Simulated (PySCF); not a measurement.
**Property card for cis allyl isocyanide, `[C-]#[N+]CC=C`**

Cis allyl isocyanide, C₄H₅N.
Structure used (PBE0-D3(BJ)/def2-TZVP), in Å, numbered top down from 1:
```
atom  x, y, z in Å
C1     2.8499    0.2767    0.7501
N2     1.8461   -0.1471    0.3384
C3     0.6088   -0.6486   -0.1400
C4    -0.5531    0.1291    0.3960
C5    -1.4848    0.6676   -0.3728
H6     0.6174   -0.6212   -1.2321
H7     0.5371   -1.6979    0.1653
H8    -0.6028    0.2201    1.4772
H9    -1.4410    0.5942   -1.4549
H10   -2.3263    1.2015    0.0514
```

Structural features include: isocyanide and C=C double bond.

**PBE0-D3(BJ)/def2-TZVP geometry optimisation, gas phase (PySCF)**

```
Point group                  : C1
Rotational constants A, B, C : 20.529, 2.790, 2.660 GHz
```

From B97-2/pcSseg-2 ground state and GIAO shieldings, non-relativistic (PySCF):

```
Dipole moment                                               : 3.89 D
HOMO energy                                                 : -8.01 eV
LUMO energy                                                 : -0.53 eV
HOMO–LUMO gap                                               : 7.48 eV
13C chemical shifts (computed TMS as zero) by class         : 178.3 (C1), 142.7 (C4), 126.3 (C5), 47.7 (C3) ppm
1H chemical shifts (computed TMS as zero) by class          : 6.26 (H8), 5.49 (H9), 5.49 (H10), 3.95 (H6/H7) ppm
Isotropic shieldings of nuclei other than C and H, by class : 76 (N2) ppm
```

Monoisotopic mass from the formula: 67.0422 u.

The rotational constants make it an asymmetric top with κ = (2B − A − C)/(A − C) = -0.99, nearer the prolate limit (−1). The dipole equals about 13.0 × 10⁻³⁰ C·m (1 D = 3.33564 × 10⁻³⁰ C·m). With B = h/(8π²I), that is 505.379 GHz u Å² over I, the principal moments of inertia are 24.6, 181.1 and 190.0 u Å² (most abundant isotopes); the inertial defect Ic − Ia − Ib is -15.7 u Å² (zero for a rigid planar frame, negative otherwise).

Geometry: PBE0-D3(BJ)/def2-TZVP, one conformer, isolated molecule. NMR classes are plain means over equivalent atoms (diastereotopic ones count apart unless rotation or inversion swaps them), as if these changed places fast; in this geometry the members of some classes differ.
